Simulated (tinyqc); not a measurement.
Worked calculation (part 1 of 2): coupled-perturbed Hartree-Fock on RHF in the sto-3g basis, for H2O, spin multiplicity 1. Computed by tinyqc, a small Python program that keeps every step (integrals from PySCF). Settings: charge = 0, multiplicity = 1, basis = sto-3g, method = RHF, energy threshold = 1e-10, iteration cap = 61, orthogonalisation = canonical, start = atomic densities, DIIS depth = 6. Command: `OMP_NUM_THREADS=1 python tinyqc.py 28472 28473 out.jsonl` (the two numbers bound the seeds that draw the settings). One thread of a shared host (Intel(R) Xeon(R) Processor @ 2.60GHz), about 0.2 s of CPU time with the checks. Later iterations appear only in the table of the cycle.

## One-electron integrals

Geometry (angstrom):
```
atom        x         y        z
O     0.00000   0.00000  0.00000
H     0.00000   0.68600  0.61100
H     0.00000  -0.70200  0.62500
```

Basis sto-3g: exponents (1/bohr^2) and contraction coefficients of normalised primitives:
```
element  l (shell)   exponent  coefficient
O            s (1)  130.70932      0.15433
O            s (1)   23.80886      0.53533
O            s (1)    6.44361      0.44463
O            s (2)    5.03315     -0.09997
O            s (2)    1.16960      0.39951
O            s (2)    0.38039      0.70012
O            p (3)    5.03315      0.15592
O            p (3)    1.16960      0.60768
O            p (3)    0.38039      0.39196
H            s (1)    3.42525      0.15433
H            s (1)    0.62391      0.53533
H            s (1)    0.16886      0.44463
```

Overlap, kinetic and nuclear-attraction integrals over the contracted functions; the nuclear repulsion is the sum of Za Zb / Rab.

nuclear repulsion = 9.4936093 hartree

overlap S, order 1O 1s, 1O 2s, 1O 2px, 1O 2py, 1O 2pz, 2H 1s, 3H 1s:
```
[[1.00000, 0.23670, 0.00000, 0.00000, 0.00000, 0.05913, 0.05624],
 [0.23670, 1.00000, 0.00000, 0.00000, 0.00000, 0.50043, 0.48622],
 [0.00000, 0.00000, 1.00000, 0.00000, 0.00000, 0.00000, 0.00000],
 [0.00000, 0.00000, 0.00000, 1.00000, 0.00000, 0.30355, -0.29830],
 [0.00000, 0.00000, 0.00000, 0.00000, 1.00000, 0.27036, 0.26558],
 [0.05913, 0.50043, 0.00000, 0.30355, 0.27036, 1.00000, 0.30063],
 [0.05624, 0.48622, 0.00000, -0.29830, 0.26558, 0.30063, 1.00000]]
```

kinetic energy T (hartree), order 1O 1s, 1O 2s, 1O 2px, 1O 2py, 1O 2pz, 2H 1s, 3H 1s:
```
[[29.00320, -0.16801, 0.00000, 0.00000, 0.00000, 0.00052, -0.00123],
 [-0.16801, 0.80813, 0.00000, 0.00000, 0.00000, 0.14797, 0.13709],
 [0.00000, 0.00000, 2.52873, 0.00000, 0.00000, 0.00000, 0.00000],
 [0.00000, 0.00000, 0.00000, 2.52873, 0.00000, 0.23508, -0.22239],
 [0.00000, 0.00000, 0.00000, 0.00000, 2.52873, 0.20937, 0.19800],
 [0.00052, 0.14797, 0.00000, 0.23508, 0.20937, 0.76003, 0.02119],
 [-0.00123, 0.13709, 0.00000, -0.22239, 0.19800, 0.02119, 0.76003]]
```

nuclear attraction V (hartree), order 1O 1s, 1O 2s, 1O 2px, 1O 2py, 1O 2pz, 2H 1s, 3H 1s:
```
[[-61.75750, -7.45270, 0.00000, -0.00056, -0.02192, -1.91900, -1.82342],
 [-7.45270, -10.17296, 0.00000, -0.00523, -0.25488, -4.14867, -4.00349],
 [0.00000, 0.00000, -10.01086, 0.00000, 0.00000, 0.00000, 0.00000],
 [-0.00056, -0.00523, 0.00000, -10.15969, -0.00328, -2.24045, 2.18045],
 [-0.02192, -0.25488, 0.00000, -0.00328, -10.12888, -2.08898, -2.03398],
 [-1.91900, -4.14867, 0.00000, -2.24045, -2.08898, -6.01878, -1.94664],
 [-1.82342, -4.00349, 0.00000, 2.18045, -2.03398, -1.94664, -5.93419]]
```

core Hamiltonian H = T + V (hartree), order 1O 1s, 1O 2s, 1O 2px, 1O 2py, 1O 2pz, 2H 1s, 3H 1s:
```
[[-32.75430, -7.62071, 0.00000, -0.00056, -0.02192, -1.91848, -1.82465],
 [-7.62071, -9.36483, 0.00000, -0.00523, -0.25488, -4.00070, -3.86640],
 [0.00000, 0.00000, -7.48213, 0.00000, 0.00000, 0.00000, 0.00000],
 [-0.00056, -0.00523, 0.00000, -7.63096, -0.00328, -2.00537, 1.95806],
 [-0.02192, -0.25488, 0.00000, -0.00328, -7.60015, -1.87961, -1.83598],
 [-1.91848, -4.00070, 0.00000, -2.00537, -1.87961, -5.25874, -1.92545],
 [-1.82465, -3.86640, 0.00000, 1.95806, -1.83598, -1.92545, -5.17416]]
```

## Two-electron integrals

Functions are numbered as in S; the eight-fold symmetry (ij|kl) = (ji|kl) = (kl|ij) leaves the list below.

Two-electron integrals (ij|kl) in chemists' order, unique and non-zero (hartree):
```
(11|11) 4.78507     (21|11) 0.74138     (21|21) 0.13687     (22|11) 1.11895
(22|21) 0.25663     (22|22) 0.81721     (31|31) 0.02448     (32|31) 0.03781
(32|32) 0.18052     (33|11) 1.11581     (33|21) 0.25668     (33|22) 0.81702
(33|33) 0.88016     (41|41) 0.02448     (42|41) 0.03781     (42|42) 0.18052
(43|43) 0.04744     (44|11) 1.11581     (44|21) 0.25668     (44|22) 0.81702
(44|33) 0.78527     (44|44) 0.88016     (51|51) 0.02448     (52|51) 0.03781
(52|52) 0.18052     (53|53) 0.04744     (54|54) 0.04744     (55|11) 1.11581
(55|21) 0.25668     (55|22) 0.81702     (55|33) 0.78527     (55|44) 0.78527
(55|55) 0.88016     (61|11) 0.18842     (61|21) 0.03446     (61|22) 0.06411
(61|33) 0.06399     (61|41) 0.00118     (61|42) 0.00219     (61|44) 0.06419
(61|51) 0.00105     (61|52) 0.00195     (61|54) 0.00018     (61|55) 0.06415
(61|61) 0.00879     (62|11) 0.43113     (62|21) 0.10000     (62|22) 0.34939
(62|33) 0.34369     (62|41) 0.00556     (62|42) 0.04138     (62|44) 0.35304
(62|51) 0.00495     (62|52) 0.03686     (62|54) 0.00832     (62|55) 0.35110
(62|61) 0.02561     (62|62) 0.18064     (63|31) 0.01079     (63|32) 0.06161
(63|43) 0.00873     (63|53) 0.00777     (63|63) 0.02662     (64|11) 0.22295
(64|21) 0.05241     (64|22) 0.19564     (64|33) 0.18665     (64|41) 0.01336
(64|42) 0.08376     (64|44) 0.20930     (64|51) 0.00229     (64|52) 0.01973
(64|54) 0.01240     (64|55) 0.19077     (64|61) 0.01405     (64|62) 0.12288
(64|64) 0.10931     (65|11) 0.19858     (65|21) 0.04668     (65|22) 0.17425
(65|33) 0.16624     (65|41) 0.00229     (65|42) 0.01973     (65|44) 0.17087
(65|51) 0.01283     (65|52) 0.07918     (65|54) 0.01285     (65|55) 0.18546
(65|61) 0.01252     (65|62) 0.10944     (65|64) 0.07365     (65|65) 0.09222
(66|11) 0.55077     (66|21) 0.12982     (66|22) 0.51733     (66|33) 0.49624
(66|41) 0.00986     (66|42) 0.09906     (66|44) 0.53118     (66|51) 0.00878
(66|52) 0.08823     (66|54) 0.03113     (66|55) 0.52396     (66|61) 0.03359
(66|62) 0.32762     (66|64) 0.25476     (66|65) 0.22691     (66|66) 0.77461
(71|11) 0.17908     (71|21) 0.03276     (71|22) 0.06096     (71|33) 0.06085
(71|41) -0.00112    (71|42) -0.00209    (71|44) 0.06104     (71|51) 0.00100
(71|52) 0.00186     (71|54) -0.00017    (71|55) 0.06100     (71|61) 0.00824
(71|62) 0.02368     (71|64) 0.01180     (71|65) 0.01158     (71|66) 0.03069
(71|71) 0.00794     (72|11) 0.41581     (72|21) 0.09647     (72|22) 0.33782
(72|33) 0.33225     (72|41) -0.00538    (72|42) -0.04029    (72|44) 0.34139
(72|51) 0.00479     (72|52) 0.03587     (72|54) -0.00814    (72|55) 0.33949
(72|61) 0.02402     (72|62) 0.14662     (72|64) 0.06783     (72|65) 0.08674
(72|66) 0.22457     (72|71) 0.02350     (72|72) 0.16983     (73|31) 0.01033
(73|32) 0.05927     (73|43) -0.00847    (73|53) 0.00754     (73|63) 0.02096
(73|73) 0.02482     (74|11) -0.21721    (74|21) -0.05107    (74|22) -0.19103
(74|33) -0.18227    (74|41) 0.01284     (74|42) 0.08100     (74|44) -0.20430
(74|51) -0.00223    (74|52) -0.01934    (74|54) 0.01207     (74|55) -0.18630
(74|61) -0.01210    (74|62) -0.06881    (74|64) -0.01119    (74|65) -0.03968
(74|66) -0.09101    (74|71) -0.01302    (74|72) -0.11665    (74|74) 0.10407
(75|11) 0.19338     (75|21) 0.04547     (75|22) 0.17007     (75|33) 0.16228
(75|41) -0.00223    (75|42) -0.01934    (75|44) 0.16681     (75|51) 0.01232
(75|52) 0.07649     (75|54) -0.01250    (75|55) 0.18095     (75|61) 0.01185
(75|62) 0.08729     (75|64) 0.03940     (75|65) 0.07182     (75|66) 0.14738
(75|71) 0.01159     (75|72) 0.10385     (75|74) -0.07055    (75|75) 0.08764
(76|11) 0.19164     (76|21) 0.04488     (76|22) 0.17040     (76|33) 0.16623
(76|41) -2.11e-05   (76|42) -0.00024    (76|44) 0.16916     (76|51) 0.00350
(76|52) 0.03097     (76|54) -0.00007    (76|55) 0.17565     (76|61) 0.01141
(76|62) 0.08852     (76|64) 0.05141     (76|65) 0.06035     (76|66) 0.16650
(76|71) 0.01085     (76|72) 0.08616     (76|74) -0.05082    (76|75) 0.05918
(76|76) 0.05262     (77|11) 0.54029     (77|21) 0.12739     (77|22) 0.50954
(77|33) 0.48876     (77|41) -0.00958    (77|42) -0.09740    (77|44) 0.52318
(77|51) 0.00853     (77|52) 0.08672     (77|54) -0.03065    (77|55) 0.51605
(77|61) 0.03167     (77|62) 0.22880     (77|64) 0.09130     (77|65) 0.14919
(77|66) 0.37030     (77|71) 0.03135     (77|72) 0.31579     (77|74) -0.24787
(77|75) 0.22068     (77|76) 0.16650     (77|77) 0.77461
```

## Orthogonalisation

S = U s U^T; canonical form X = U s^(-1/2), so that X^T S X = 1. Each column of U has its largest component positive (the first on a tie).

eigenvalues of S: [0.32303, 0.39910, 0.87996, 1.00000, 1.09939, 1.30097, 1.99754]

X, order 1O 1s, 1O 2s, 1O 2px, 1O 2py, 1O 2pz, 2H 1s, 3H 1s:
```
[[-0.29352, 0.03313, 0.76159, 0.00000, -0.62023, 0.00013, 0.13871],
 [1.21048, -0.10736, -0.31591, 0.00000, -0.31736, -0.00147, 0.40244],
 [0.00000, 0.00000, 0.00000, 1.00000, 0.00000, 0.00000, 0.00000],
 [0.09890, 0.90975, -0.00051, 0.00000, 0.00528, 0.71574, 0.00420],
 [0.60132, -0.05567, 0.64417, 0.00000, 0.62998, -0.00435, 0.20071],
 [-0.86324, -0.83840, -0.14293, 0.00000, 0.11668, 0.35234, 0.37725],
 [-0.65399, 0.97946, -0.14565, 0.00000, 0.11698, -0.36361, 0.36985]]
```

## Starting guess

The start is atomic minimal-basis densities projected into this basis (PySCF's MINAO start) and scaled to the electron count of each spin; this density is not idempotent, so its energy is not variational and may lie below the converged one.

D at the start, order 1O 1s, 1O 2s, 1O 2px, 1O 2py, 1O 2pz, 2H 1s, 3H 1s:
```
[[2.14318, -0.48611, 0.00000, 0.00032, 0.01965, -0.01724, -0.01675],
 [-0.48611, 2.08001, 0.00000, -0.00227, -0.10274, 0.03407, 0.03456],
 [0.00000, 0.00000, 1.30834, 0.00000, 0.00000, 0.00000, 0.00000],
 [0.00032, -0.00227, 0.00000, 1.16319, -0.00120, 0.11567, -0.11663],
 [0.01965, -0.10274, 0.00000, -0.00120, 1.21883, 0.05623, 0.05704],
 [-0.01724, 0.03407, 0.00000, 0.11567, 0.05623, 1.00152, 0.08552],
 [-0.01675, 0.03456, 0.00000, -0.11663, 0.05704, 0.08552, 0.99935]]
```

## Iteration 1: building the Fock matrix

J_ij = sum D_kl (ij|kl), K_ij = sum D_kl (ik|jl); F = H + J - 0.5 K; E = tr D H + tr D J / 2 - 0.25 tr D K + E_nn.

Coulomb J (hartree), order 1O 1s, 1O 2s, 1O 2px, 1O 2py, 1O 2pz, 2H 1s, 3H 1s:
```
[[17.29621, 3.24757, 0.00000, 0.00024, 0.01561, 0.81878, 0.77838],
 [3.24757, 8.09169, 0.00000, 0.00156, 0.17629, 3.49357, 3.37846],
 [0.00000, 0.00000, 8.04223, 0.00000, 0.00000, 0.00000, 0.00000],
 [0.00024, 0.00156, 0.00000, 8.11103, 0.00050, 1.95764, -1.91170],
 [0.01561, 0.17629, 0.00000, 0.00050, 8.09757, 1.81321, 1.77001],
 [0.81878, 3.49357, 0.00000, 1.95764, 1.81321, 5.35014, 1.73430],
 [0.77838, 3.37846, 0.00000, -1.91170, 1.77001, 1.73430, 5.28356]]
```

exchange K (hartree), order 1O 1s, 1O 2s, 1O 2px, 1O 2py, 1O 2pz, 2H 1s, 3H 1s:
```
[[9.92052, 1.70301, 0.00000, 0.00091, 0.02394, 0.47556, 0.45316],
 [1.70301, 2.85322, 0.00000, 0.00553, 0.19853, 1.48156, 1.43791],
 [0.00000, 0.00000, 1.72410, 0.00000, 0.00000, 0.00000, 0.00000],
 [0.00091, 0.00553, 0.00000, 1.85570, 0.00268, 0.61657, -0.60102],
 [0.02394, 0.19853, 0.00000, 0.00268, 1.83065, 0.65385, 0.64132],
 [0.47556, 1.48156, 0.00000, 0.61657, 0.65385, 1.58443, 0.78767],
 [0.45316, 1.43791, 0.00000, -0.60102, 0.64132, 0.78767, 1.54703]]
```

Fock matrix F (hartree), order 1O 1s, 1O 2s, 1O 2px, 1O 2py, 1O 2pz, 2H 1s, 3H 1s:
```
[[-20.41835, -5.22464, 0.00000, -0.00077, -0.01827, -1.33747, -1.27285],
 [-5.22464, -2.69975, 0.00000, -0.00643, -0.17785, -1.24791, -1.20689],
 [0.00000, 0.00000, -0.30195, 0.00000, 0.00000, 0.00000, 0.00000],
 [-0.00077, -0.00643, 0.00000, -0.44778, -0.00412, -0.35602, 0.34686],
 [-0.01827, -0.17785, 0.00000, -0.00412, -0.41791, -0.39332, -0.38663],
 [-1.33747, -1.24791, 0.00000, -0.35602, -0.39332, -0.70082, -0.58498],
 [-1.27285, -1.20689, 0.00000, 0.34686, -0.38663, -0.58498, -0.66412]]
```

total energy of this density = -75.5807823 hartree

This density is the starting one; it is not idempotent, so its energy is not variational and may lie below the converged one.

## Iteration 1: diagonalisation and new density

Diagonalise F' = X^T F X, C = X C', fill 5 alpha and 5 beta electrons from the bottom; D = 2 C_occ C_occ^T. Each column has its largest component positive (the first on a tie).

F' = X^T F X (hartree):
```
[[0.20167, 0.06648, 1.43702, 0.00000, -1.03282, 0.00252, -0.01540],
 [0.06648, 0.62990, -0.19590, 0.00000, 0.15621, 0.00008, -0.01743],
 [1.43702, -0.19590, -9.27521, 0.00000, 9.08113, -0.00249, -3.56615],
 [0.00000, 0.00000, 0.00000, -0.30195, 0.00000, 0.00000, 0.00000],
 [-1.03282, 0.15621, 9.08113, 0.00000, -9.85283, 0.00081, 3.97528],
 [0.00252, 0.00008, -0.00249, 0.00000, 0.00081, -0.61440, -0.00495],
 [-0.01540, -0.01743, -3.56615, 0.00000, 3.97528, -0.00495, -2.93963]]
```

orbital energies (hartree): [-20.42770, -1.53032, -0.61445, -0.46589, -0.30195, 0.54646, 0.64141]

coefficients C, order 1O 1s, 1O 2s, 1O 2px, 1O 2py, 1O 2pz, 2H 1s, 3H 1s:
```
[[0.99394, -0.23559, 0.00276, 0.09518, 0.00000, 0.13492, 0.02207],
 [0.02714, 0.84005, -0.01549, -0.49133, 0.00000, -0.92985, -0.16298],
 [0.00000, 0.00000, 0.00000, 0.00000, 1.00000, 0.00000, 0.00000],
 [0.00015, 0.00480, 0.71546, -0.00813, 0.00000, 0.13269, -0.90564],
 [0.00383, 0.12507, 0.00876, 0.80519, 0.00000, -0.73410, -0.11774],
 [-0.00541, 0.15230, 0.35849, 0.22985, 0.00000, 0.68364, 1.03763],
 [-0.00516, 0.14577, -0.35791, 0.23910, 0.00000, 0.94104, -0.77384]]
```

D after iteration 1, order 1O 1s, 1O 2s, 1O 2px, 1O 2py, 1O 2pz, 2H 1s, 3H 1s:
```
[[2.10498, -0.43548, 0.00000, 0.00044, 0.10201, -0.03678, -0.03540],
 [-0.43548, 1.89615, 0.00000, -0.00610, -0.58116, 0.01862, 0.02076],
 [0.00000, 0.00000, 2.00000, 0.00000, 0.00000, 0.00000, 0.00000],
 [0.00044, -0.00610, 0.00000, 1.02393, 0.00065, 0.51069, -0.51462],
 [0.10201, -0.58116, 0.00000, 0.00065, 1.32812, 0.41449, 0.41519],
 [-0.03678, 0.01862, 0.00000, 0.51069, 0.41449, 0.40915, -0.10223],
 [-0.03540, 0.02076, 0.00000, -0.51462, 0.41519, -0.10223, 0.41309]]
```

## Iteration 8 (converged): orbitals

converged F (hartree), order 1O 1s, 1O 2s, 1O 2px, 1O 2py, 1O 2pz, 2H 1s, 3H 1s:
```
[[-20.23928, -5.16482, 0.00000, -0.00051, -0.03086, -1.30912, -1.24561],
 [-5.16482, -2.46206, 0.00000, -0.00605, -0.15030, -1.09755, -1.06063],
 [0.00000, 0.00000, -0.39869, 0.00000, 0.00000, 0.00000, 0.00000],
 [-0.00051, -0.00605, 0.00000, -0.33219, -0.00635, -0.38701, 0.38058],
 [-0.03086, -0.15030, 0.00000, -0.00635, -0.37946, -0.41187, -0.40563],
 [-1.30912, -1.09755, 0.00000, -0.38701, -0.41187, -0.64282, -0.46804],
 [-1.24561, -1.06063, 0.00000, 0.38058, -0.40563, -0.46804, -0.61173]]
```

As before.

F' = X^T F X (hartree):
```
[[0.29408, 0.06541, 1.44329, 0.00000, -0.97107, 0.01514, 0.04487],
 [0.06541, 0.73191, -0.19689, 0.00000, 0.14997, 0.13683, -0.02357],
 [1.44329, -0.19689, -9.15505, 0.00000, 9.02845, -0.00350, -3.61845],
 [0.00000, 0.00000, 0.00000, -0.39869, 0.00000, 0.00000, 0.00000],
 [-0.97107, 0.14997, 9.02845, 0.00000, -9.75327, 0.00040, 3.89462],
 [0.01514, 0.13683, -0.00350, 0.00000, 0.00040, -0.60419, -0.00478],
 [0.04487, -0.02357, -3.61845, 0.00000, 3.89462, -0.00478, -2.74832]]
```

orbital energies (hartree): [-20.24819, -1.29340, -0.61819, -0.47501, -0.39869, 0.64375, 0.75621]

coefficients C, order 1O 1s, 1O 2s, 1O 2px, 1O 2py, 1O 2pz, 2H 1s, 3H 1s:
```
[[0.99408, -0.23090, 0.00351, 0.10986, 0.00000, -0.13166, -0.01592],
 [0.02706, 0.82053, -0.01945, -0.57039, 0.00000, 0.90833, 0.12030],
 [0.00000, 0.00000, 0.00000, 0.00000, 1.00000, 0.00000, 0.00000],
 [0.00016, 0.00592, 0.61981, -0.00784, 0.00000, -0.10312, 0.97717],
 [0.00489, 0.14884, 0.01110, 0.75788, 0.00000, 0.78228, 0.09047],
 [-0.00637, 0.16348, 0.44841, 0.26755, 0.00000, -0.71765, -0.96653],
 [-0.00606, 0.15502, -0.44817, 0.28256, 0.00000, -0.88754, 0.77360]]
```

D after iteration 8, order 1O 1s, 1O 2s, 1O 2px, 1O 2py, 1O 2pz, 2H 1s, 3H 1s:
```
[[2.10719, -0.45058, 0.00000, 0.00021, 0.10758, -0.02623, -0.02471],
 [-0.45058, 1.99946, 0.00000, -0.00544, -0.62048, -0.05471, -0.05083],
 [0.00000, 0.00000, 2.00000, 0.00000, 0.00000, 0.00000, 0.00000],
 [0.00021, -0.00544, 0.00000, 0.76853, 0.00364, 0.55360, -0.55816],
 [0.10758, -0.62048, 0.00000, 0.00364, 1.19336, 0.46410, 0.46443],
 [-0.02623, -0.05471, 0.00000, 0.55360, 0.46410, 0.59884, -0.19997],
 [-0.02471, -0.05083, 0.00000, -0.55816, 0.46443, -0.19997, 0.60952]]
```

## Convergence

Stop when the energy changes by less than 1e-10 hartree and every element of the error matrix X^T (F D S - S D F) X is below 3e-06.

Course of the cycle:
```
iteration  E (hartree)     change  largest element of the error matrix
1          -75.5807823          -                             1.55e+00
2          -74.9207063   6.60e-01                             2.66e-01
3          -74.9549115  -3.42e-02                             3.16e-02
4          -74.9553326  -4.21e-04                             6.03e-03
5          -74.9553573  -2.47e-05                             2.79e-04
6          -74.9553575  -1.56e-07                             8.88e-06
7          -74.9553575  -1.06e-10                             6.87e-07
8          -74.9553575  -4.12e-13                             9.48e-08
```

PySCF RHF in the same basis = -74.9553575 hartree

Converged in 8 iterations.

## Populations, bond orders and dipole

Mulliken: Z minus the diagonal of D S on the atom; Loewdin: the same with S^(1/2) D S^(1/2); Mayer order: 2 sum_s sum (D(s) S)_ij (D(s) S)_ji over the two atoms.

Charges (e):
```
atom  Mulliken   Loewdin
1O    -0.38355  -0.26286
2H     0.19669   0.13377
3H     0.18686   0.12910
```

Mayer bond orders:
```
pair    order
2-1   0.95345
3-1   0.95722
3-2   0.00786
```

dipole moment about the origin, x y z (debye): [0.00000, 0.01255, 1.81603]
